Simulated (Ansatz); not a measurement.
One change: `CC1(C=O)CO1` becomes `CC1(F)CO1`.

Ansatz, PBE0-D4/def2-TZVP geometries, multiplicity 1. Each molecule was computed in one conformer, which needn't be the lowest.

| property | `CC1(C=O)CO1` |
| --- | --- |
| HOMO–LUMO gap (ωB97M-V/def2-TZVPP) / eV | 11.23 |
| size of the dipole moment (B3LYP/def2-TZVPP) / D | 2.47 |
| HOMO energy (B3LYP/def2-TZVPP) / eV | -7.41 |
| HOMO energy (PBE0/def2-TZVPP) / eV | -7.62 |
| size of the dipole moment (ωB97M-V/def2-TZVPP) / D | 2.42 |
| HOMO energy (PBE/def2-TZVPP) / eV | -6.00 |

**Question.** What does the change do to each property? (Best estimate.)

**Answer.** The calculation gave: 
| property | `CC1(F)CO1` | shift |
| --- | --- | --- |
| HOMO–LUMO gap (ωB97M-V/def2-TZVPP) / eV | 13.79 | 2.56 |
| size of the dipole moment (B3LYP/def2-TZVPP) / D | 2.36 | -0.11 |
| HOMO energy (B3LYP/def2-TZVPP) / eV | -8.26 | -0.85 |
| HOMO energy (PBE0/def2-TZVPP) / eV | -8.51 | -0.89 |
| size of the dipole moment (ωB97M-V/def2-TZVPP) / D | 2.37 | -0.05 |
| HOMO energy (PBE/def2-TZVPP) / eV | -6.82 | -0.82 |

With PBE0 the HOMO falls by 0.89 eV and the LUMO rises by 2.55 eV, so the gap widens by about 3.44 eV. PBE moves the HOMO by -0.82 eV and ωB97M-V by -0.88 eV. Dipoles are sizes alone; their direction can turn.

B3LYP here is the variant with VWN-RPA as its local correlation; programs differ in this.
